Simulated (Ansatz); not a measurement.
All values below come from B3LYP-D3(BJ)/def2-TZVP in Ansatz (a quantum-chemistry and plane-wave program). No frequencies were computed at this level.

Ansatz 0.2 input:
```yaml
crystal:
  periodic: [false, false, false]
  atoms:
    - { symbol: C, position_ang: [-0.000001, 0.000012, -0.001173] }
    - { symbol: H, position_ang: [1.035328, -0.259217, 0.001241] }
    - { symbol: H, position_ang: [-0.742122, -0.767038, 0.000499] }
    - { symbol: H, position_ang: [-0.293205, 1.026244, -0.000567] }
basis:
  gaussian: { orbitals: def2-tzvp }
hamiltonian:
  xc: b3lyp
  dispersion: d3bj
relax:
  max_steps: 150
magnetization:
  spin_polarized: true
  initial_magnetization: 1
```

Output:

```
Functional definition: B3LYP
312 factors; their error is unknown
mean field evaluation 1: about -1081.4221 eV, gradient 2.6e1 eV
mean field evaluation 2: about -1081.0746 eV, gradient 2.6e1 eV
mean field evaluation 4: about -1084.6123 eV, gradient 9.2e-2 eV
mean field evaluation 8: about -1084.6041 eV, gradient 1.4e-3 eV
mean field -1084.60412244 eV, -39.8584663287 hartree, gradient 6.8e-6 eV, S^2 0.753504; 0 other end points of the search recorded, 0 dependent functions left out
reference -1084.60429281 eV, -39.8584725896 hartree; 5, 4 occupied and 44, 45 virtual orbitals, 312 factors
relax step   1: F+E_penalty+E_count = -1084.64188915 eV  Δ(F+E_penalty+E_count) = +0.000e0 eV  max|allowed force component| = 4.196e-1 eV/Å  Δτ_max = 0.0000 Å  (22 SCF iters, accepted)
these checks for a lower state are left out or cut short: starts, cluster_reference, orbital_swaps, neighbouring_geometries, increment
312 factors; their error is unknown
mean field evaluation 16: about -1084.6070 eV, gradient 1.8e-1 eV
mean field -1084.60712303 eV, -39.8585765982 hartree, gradient 6.4e-6 eV, S^2 0.753557; 0 other end points of the search recorded, 0 dependent functions left out
reference -1084.60729447 eV, -39.8585828986 hartree; 5, 4 occupied and 44, 45 virtual orbitals, 312 factors
relax step   2: F+E_penalty+E_count = -1084.64487579 eV  Δ(F+E_penalty+E_count) = -2.987e-3 eV  max|allowed force component| = 1.462e-1 eV/Å  Δτ_max = 0.0442 Å  (27 SCF iters, accepted)
these checks for a lower state are left out or cut short: starts, cluster_reference, orbital_swaps, neighbouring_geometries, increment
312 factors; their error is unknown
mean field -1084.60833038 eV, -39.8586209677 hartree, gradient 1.7e-5 eV, S^2 0.753661; 0 other end points of the search recorded, 0 dependent functions left out
reference -1084.60850182 eV, -39.8586272677 hartree; 5, 4 occupied and 44, 45 virtual orbitals, 312 factors
relax step   3: F+E_penalty+E_count = -1084.64606867 eV  Δ(F+E_penalty+E_count) = -1.193e-3 eV  max|allowed force component| = 1.956e-1 eV/Å  Δτ_max = 0.0691 Å  (26 SCF iters, accepted)
these checks for a lower state are left out or cut short: starts, cluster_reference, orbital_swaps, neighbouring_geometries, increment
312 factors; their error is unknown
mean field evaluation 32: about -1084.6116 eV, gradient 1.4e-3 eV
mean field -1084.61161623 eV, -39.8587417202 hartree, gradient 4.3e-6 eV, S^2 0.753621; 0 other end points of the search recorded, 0 dependent functions left out
reference -1084.61178716 eV, -39.8587480017 hartree; 5, 4 occupied and 44, 45 virtual orbitals, 312 factors
relax step   4: F+E_penalty+E_count = -1084.64936303 eV  Δ(F+E_penalty+E_count) = -3.294e-3 eV  max|allowed force component| = 1.537e-3 eV/Å  Δτ_max = 0.0261 Å  (27 SCF iters, accepted)
312 factors; their error is unknown
mean field -1084.61161623 eV, -39.8587417202 hartree, gradient 1.3e-5 eV, S^2 0.753621; 1 other end points of the search recorded, 0 dependent functions left out
reference -1084.61178716 eV, -39.8587480017 hartree; 5, 4 occupied and 44, 45 virtual orbitals, 312 factors
Total energy: -1084.64953396 eV, -39.8601351711 hartree
Atom 0 at     0.000000     0.000006     0.000024 Å, force     0.000053    -0.000160    -0.000083 eV/Å
Atom 1 at     1.046677    -0.262045     0.000851 Å, force    -0.001528     0.000481     0.000026 eV/Å
Atom 2 at    -0.750264    -0.775434     0.000101 Å, force     0.001039     0.001217     0.000027 eV/Å
Atom 3 at    -0.296413     1.037474    -0.000977 Å, force     0.000435    -0.001537     0.000029 eV/Å
Dipole moment:    -0.000000    -0.000001    -0.000015 e Å
```

Cost: around 3 core-seconds (rough).
